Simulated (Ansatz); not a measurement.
Geometry optimisation, RKS B3LYP/def2-TZVP (Ansatz 0.2.0).

Input file:

```yaml
crystal:
  periodic: [false, false, false]
  atoms:
    - { symbol: B, position_ang: [-0.865122, -0.000549, 0.21149] }
    - { symbol: H, position_ang: [1.320689, 0.000668, 1.171806] }
    - { symbol: F, position_ang: [1.66125, -0.000571, 0.310666] }
    - { symbol: F, position_ang: [-0.993117, 0.000452, -1.045161] }
basis:
  gaussian: { orbitals: def2-TZVP }
hamiltonian:
  xc: b3lyp
relax:
  f_tol: 0.03
  max_steps: 50
```

Launched with:

```bash
$ ansatz run input.yaml --threads 2 --pin off --max-ram 3072MiB --backend cpu --events-out ev --progress --plain --runs-dir out
```

Problem. Where does it end, and by what steps?

Solution. The run converged. The force dipped under the threshold on the way, but the program's further checks kept it going. After 15 steps the energy has fallen by 0.228 eV; F3 moved furthest, 0.88 Å.

| step | energy less start (eV) | largest force component (eV/Å) | accepted |
| --- | --- | --- | --- |
| 0 | 0.0000 | 0.373 | yes |
| 1 | -0.0009 | 1.658 | yes |
| 2 | -0.0008 | 1.869 | no |
| 3 | -0.0461 | 1.044 | yes |
| 4 | -0.0895 | 0.633 | yes |
| 5 | -0.1255 | 0.452 | yes |
| 6 | -0.1591 | 0.264 | yes |
| 7 | -0.1787 | 0.902 | yes |
| 8 | -0.1800 | 1.195 | yes |
| 9 | -0.1172 | 2.214 | no |
| 10 | -0.2159 | 0.126 | yes |
| 11 | -0.2240 | 0.181 | yes |
| 12 | -0.2282 | 0.008 | yes |
| 13 | -0.2278 | 0.139 | no |
| 14 | -0.2283 | 0.042 | yes |
| 15 | -0.2283 | 0.002 | yes |

```xyz
4
Properties=species:S:1:pos:R:3
B -0.570 0.000 -0.251
H 1.274 0.000 0.644
F 2.120 0.000 1.057
F -1.699 0.000 -0.802
```

Run time: 11 s on 2 threads of Arm Neoverse V2, on a shared host, peak memory 0.13 GiB.
